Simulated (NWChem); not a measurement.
System: chloroform (CHCl3); SMILES ClC(Cl)Cl

Excerpt of the output:

```
             Northwest Computational Chemistry Package (NWChem) 7.3.0
             --------------------------------------------------------

 C3  symmetry detected

                             Geometry "geometry" -> ""
                             -------------------------

 Output coordinates in angstroms (scale by  1.889725989 to convert to a.u.)

  No.       Tag          Charge          X              Y              Z
 ---- ---------------- ---------- -------------- -------------- --------------
    1 Cl                  17.0000     0.79124633    -1.48559258    -0.08339591
    2 C                    6.0000    -0.00000000    -0.00000000     0.45120109
    3 Cl                  17.0000     0.89093775     1.42803571    -0.08339591
    4 Cl                  17.0000    -1.68218408     0.05755687    -0.08339591
    5 H                    1.0000    -0.00000000    -0.00000000     1.54598509

 Effective nuclear repulsion energy (a.u.)     263.4849248865

      Symmetry information
      --------------------

 Group name             C3
 Group number              5
 Group order               3
 No. of unique centers     3

                                 NWChem DFT Module
                                 -----------------

 Summary of "ao basis" -> "ao basis" (spherical)
 ------------------------------------------------------------------------------
       Tag                 Description            Shells   Functions and Types
 ---------------- ------------------------------  ------  ---------------------
 Cl                          6-31g*                  8       18   4s3p1d
 C                           6-31g*                  6       14   3s2p1d
 H                           6-31g*                  2        2   2s

      Symmetry analysis of basis
      --------------------------

        a          26
        e+         22
        e-         22

  Rotation of axis

            General Information
            -------------------
          SCF calculation type: DFT
          Wavefunction type:  closed shell.
          No. of atoms     :     5
          No. of electrons :    58
           Alpha electrons :    29
            Beta electrons :    29
          Charge           :     0
          Spin multiplicity:     1
          Use of symmetry is: on ; symmetry adaption is: on
          Maximum number of iterations: 200
          AO basis - number of functions:    70
                     number of shells:    32
          Convergence on energy requested:  1.00D-06
          Convergence on density requested:  1.00D-05
          Convergence on gradient requested:  5.00D-04

              XC Information
              --------------
                  TPSS metaGGA Exchange Functional  1.000
             TPSS03 metaGGA Correlation Functional  1.000

             Grid Information
             ----------------
          Grid used for XC integration:  medium
          Radial quadrature: Mura-Knowles
          Angular quadrature: Lebedev.
          Tag              B.-S. Rad. Rad. Pts. Rad. Cut. Ang. Pts.
          ---              ---------- --------- --------- ---------
          Cl                  1.00       88           9.0       590
          C                   0.70       49           7.0       434
          H                   0.35       45           8.0       434
          Grid pruning is: on
          Number of quadrature shells:   182
          Spatial weights used:  Erf1

      Superposition of Atomic Density Guess
      -------------------------------------

 Sum of atomic energies:       -1416.51023484

      Non-variational initial energy
      ------------------------------

 Total energy =   -1417.569200
 1-e energy   =   -2481.903729
 2-e energy   =     800.849603
 HOMO         =      -0.359144
 LUMO         =       0.027930

      Symmetry analysis of molecular orbitals - initial
      -------------------------------------------------

  Numbering of irreducible representations:

     1 a           2 e+          3 e-

  Orbital symmetries:

     1 e+          2 e+          3 a           4 a           5 a
     6 e+          7 e+          8 a           9 e+         10 e+
    11 a          12 e+         13 e+         14 a          15 e+
    16 e+         17 a          18 e+         19 e+         20 a
    21 a          22 e+         23 e+         24 e+         25 e+
    26 e+         27 e+         28 a          29 a          30 a
    31 e+         32 e+         33 a          34 a          35 e+
    36 e+         37 e+         38 e+         39 a

   convergence    iter        energy       DeltaE   RMS-Dens  Diis-err
 ---------------- ----- ----------------- --------- --------- ---------
 d= 0,ls=0.0,diis     1  -1419.1434177097 -1.68D+03  2.99D-02  1.20D+00
 d= 0,ls=0.0,diis     2  -1418.6059792577  5.37D-01  2.04D-02  5.86D+00
 d= 0,ls=0.0,diis     3  -1419.2970198693 -6.91D-01  1.54D-03  2.50D-03
 d= 0,ls=0.0,diis     4  -1419.2973007764 -2.81D-04  5.82D-04  1.13D-03
 d= 0,ls=0.0,diis     5  -1419.2974684295 -1.68D-04  4.69D-05  1.22D-05
  Resetting Diis
 d= 0,ls=0.0,diis     6  -1419.2974699883 -1.56D-06  1.21D-05  7.57D-07
 d= 0,ls=0.0,diis     7  -1419.2974700842 -9.59D-08  4.45D-06  2.50D-08

         Total DFT energy =    -1419.297470084234
      One electron energy =    -2482.627692961974
           Coulomb energy =      890.487034487548
    Exchange-Corr. energy =      -90.641736496268
 Nuclear repulsion energy =      263.484924886461

 Numeric. integr. density =       57.999996343369

                  Occupations of the irreducible representations
                  ----------------------------------------------

                     irrep           alpha         beta
                     --------     --------     --------
                     a                11.0         11.0
                     e+               18.0         18.0
                     e-                0.0          0.0

                       DFT Final Molecular Orbital Analysis
                       ------------------------------------

 Vector   27  Occ=2.000000D+00  E=-2.957915D-01  Symmetry=e+
              MO Center=  1.0D-01,  4.8D-01, -4.4D-02, r^2= 3.8D+00
   Bfn.  Coefficient  Atom+Function         Bfn.  Coefficient  Atom+Function
  ----- ------------  ---------------      ----- ------------  ---------------
    41      0.444006  3 Cl pz                59     -0.289519  4 Cl pz
    40      0.256654  3 Cl py                45      0.238506  3 Cl pz
     8      0.222752  1 Cl py                57      0.223464  4 Cl px
    39      0.215726  3 Cl px                58      0.202252  4 Cl py
    37     -0.173629  3 Cl pz                 7      0.172481  1 Cl px

 Vector   28  Occ=2.000000D+00  E=-2.926098D-01  Symmetry=a
              MO Center=  7.9D-14, -6.6D-14,  5.0D-02, r^2= 3.8D+00
   Bfn.  Coefficient  Atom+Function         Bfn.  Coefficient  Atom+Function
  ----- ------------  ---------------      ----- ------------  ---------------
     9      0.405052  1 Cl pz                41      0.405052  3 Cl pz
    59      0.405052  4 Cl pz                13      0.221398  1 Cl pz
    45      0.221398  3 Cl pz                63      0.221398  4 Cl pz
    70     -0.216841  5 H  s                 23     -0.180401  2 C  pz
    69     -0.178627  5 H  s                  5     -0.157523  1 Cl pz

 Vector   29  Occ=2.000000D+00  E=-2.775633D-01  Symmetry=a
              MO Center= -6.2D-14, -2.0D-14, -7.9D-02, r^2= 4.0D+00
   Bfn.  Coefficient  Atom+Function         Bfn.  Coefficient  Atom+Function
  ----- ------------  ---------------      ----- ------------  ---------------
    58      0.456632  4 Cl py                 7     -0.403275  1 Cl px
    39      0.387634  3 Cl px                40     -0.241862  3 Cl py
    62      0.240988  4 Cl py                 8     -0.214770  1 Cl py
    11     -0.212819  1 Cl px                43      0.204585  3 Cl px
    54     -0.176507  4 Cl py                 3      0.155882  1 Cl px

 Vector   30  Occ=0.000000D+00  E=-6.706466D-02  Symmetry=a
              MO Center= -2.7D-14,  1.9D-14, -2.7D-02, r^2= 3.8D+00
   Bfn.  Coefficient  Atom+Function         Bfn.  Coefficient  Atom+Function
  ----- ------------  ---------------      ----- ------------  ---------------
    24      1.426696  2 C  s                 61     -0.474806  4 Cl px
    12     -0.419314  1 Cl py                44      0.403074  3 Cl py
    27     -0.390536  2 C  pz                10     -0.345173  1 Cl s
    42     -0.345173  3 Cl s                 60     -0.345173  4 Cl s
    57     -0.334899  4 Cl px                20      0.305203  2 C  s

 Vector   31  Occ=0.000000D+00  E=-1.578967D-02  Symmetry=e+
              MO Center=  4.8D-02,  3.7D-01,  1.3D-01, r^2= 3.3D+00
   Bfn.  Coefficient  Atom+Function         Bfn.  Coefficient  Atom+Function
  ----- ------------  ---------------      ----- ------------  ---------------
    26      0.727946  2 C  py                25      0.709488  2 C  px
    42     -0.605514  3 Cl s                 44      0.585493  3 Cl py
    61      0.454318  4 Cl px                60      0.417111  4 Cl s
    22      0.404926  2 C  py                21      0.394629  2 C  px
    43      0.320581  3 Cl px                40      0.306047  3 Cl py

[...]

                         DFT ENERGY GRADIENTS

    atom               coordinates                        gradient
                 x          y          z           x          y          z
   1 Cl      1.495239  -2.807363  -0.157595   -0.005998   0.011120   0.003153
   2 C      -0.000000  -0.000000   0.852646    0.000000  -0.000000  -0.013214
   3 Cl      1.683628   2.698596  -0.157595   -0.006631  -0.010755   0.003153
   4 Cl     -3.178867   0.108767  -0.157595    0.012629  -0.000365   0.003153
   5 H      -0.000000  -0.000000   2.921488   -0.000000   0.000000   0.003755
```

Level: TPSS/6-31G* (spherical d). Structure relaxed at the PBE0/def2-SVP level.

**Question.** Reconstruct the input file.

**Answer.** This is not unique; one that fits is the input that was run:
```
start job
memory heap 200 mb stack 900 mb global 1100 mb
geometry units angstroms noautoz
  Cl     1.464502     0.829632    -0.074547
  C      0.000000     0.000000     0.460050
  Cl    -1.450734     0.853480    -0.074547
  Cl    -0.013769    -1.683112    -0.074547
  H      0.000000     0.000000     1.554834
end
basis spherical
  * library 6-31g*
end
dft
  xc xtpss03 ctpss03
  iterations 200
end
task dft gradient
```
